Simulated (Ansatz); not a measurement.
Computed with Ansatz (a first-principles code) with frozen-core CCSD(T)/cc-pVTZ // B3LYP-D3(BJ)/def2-TZVP.

Ansatz 0.2 input:
```yaml
crystal:
  periodic: [false, false, false]
  atoms:
    - { symbol: C, position_ang: [-1.271077, -0.213259, -0.121804] }
    - { symbol: C, position_ang: [-0.028564, 0.599055, -0.072674] }
    - { symbol: C, position_ang: [1.273346, -0.024614, 0.276923] }
    - { symbol: H, position_ang: [-2.164112, 0.406852, -0.210307] }
    - { symbol: H, position_ang: [-1.273609, -0.907296, -0.977532] }
    - { symbol: H, position_ang: [-1.376669, -0.838575, 0.771994] }
    - { symbol: H, position_ang: [-0.037695, 1.598657, -0.488212] }
    - { symbol: H, position_ang: [1.630786, -0.699843, -0.516927] }
    - { symbol: H, position_ang: [2.054409, 0.718997, 0.440518] }
    - { symbol: H, position_ang: [1.193185, -0.639975, 1.180317] }
basis:
  gaussian: { orbitals: cc-pVTZ }
correlation:
  method: ccsd_t
magnetization:
  spin_polarized: true
  initial_magnetization: 1
```

Output:

```
Functional definition: HF
1045 factors; integrals over basis functions are off by at most 9.6e-4 eV
mean field evaluation 1: about -3199.3764 eV, gradient 2.1e1 eV
mean field evaluation 2: about -3199.3752 eV, gradient 2.1e1 eV
mean field evaluation 4: about -3202.1448 eV, gradient 2.5e0 eV
mean field evaluation 8: about -3202.2142 eV, gradient 1.7e-3 eV
mean field evaluation 16: about -3202.2169 eV, gradient 2.9e-1 eV
mean field -3202.21415095 eV, -117.6791995086 hartree, gradient 3.1e-6 eV, S^2 0.764495; 0 other end points of the search recorded, 0 dependent functions left out
3 core orbitals not correlated
reference -3202.21415095 eV, -117.6791995086 hartree; 10, 9 occupied and 175, 176 virtual orbitals, 1045 factors
second order -13.73355804 eV of doubles, -0.00000000 eV of singles
cycle   1  -14.48423860 eV  change   -7.5e-1 eV  update   7.0e-2
cycle   2  -14.83908458 eV  change   -3.5e-1 eV  update   2.2e-2
cycle   3  -14.89091165 eV  change   -5.2e-2 eV  update   9.3e-3
cycle   4  -14.88901354 eV  change    1.9e-3 eV  update   3.2e-3
cycle   5  -14.88936950 eV  change   -3.6e-4 eV  update   1.2e-3
cycle   6  -14.88939194 eV  change   -2.2e-5 eV  update   3.9e-4
cycle   7  -14.88940344 eV  change   -1.1e-5 eV  update   1.3e-4
cycle   8  -14.88941642 eV  change   -1.3e-5 eV  update   4.6e-5
cycle   9  -14.88940656 eV  change    9.9e-6 eV  update   1.8e-5
perturbative correction -0.53307281 eV, -0.0195900645 hartree
Total energy: -3217.63663031 eV, -118.2459651716 hartree
```

Cost: around 5 core-minutes (rough).
